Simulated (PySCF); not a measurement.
## Ionising SF

BHandHLYP; basis S def2-TZVPPD, F def2-TZVPPD; no relativity; PySCF 2.14. Neutral (UKS): doublet (π ↑), Re = 1.583 Å, ωe = 884 cm⁻¹, De = 3.19 eV, HOMO -8.55 eV, LUMO -3.26 eV.

SF⁺ (UKS): triplet (π ↑↑), Re = 1.491 Å, ωe = 1083 cm⁻¹, De = 3.49 eV to S⁺ + F. The energies at the minima are -497.98398 hartree for SF and -497.61424 for SF⁺.

Problem. Work out the adiabatic ionisation energy, without and with harmonic zero-point energies (1 hartree = 27.2114 eV, 1 eV = 8065.5 cm⁻¹), and the change of the bond length.

Solution. At BHandHLYP: 0.36974 hartree = 10.061 eV between the minima; the zero-point term (1083.0 − 884.0)/2 cm⁻¹ = +0.012 eV makes it 10.073 eV. Re changes by -9.2 pm against the neutral. The electron leaves a π orbital, and the shorter bond of the ion fits an antibonding orbital, or a change in how ionic the bond is.

For an ion De counts to the pair picked by the measured ionisation energies or electron affinities, which need not be the lowest pair at this level. States were picked by a PBE0 search and need not be the measured ground states.
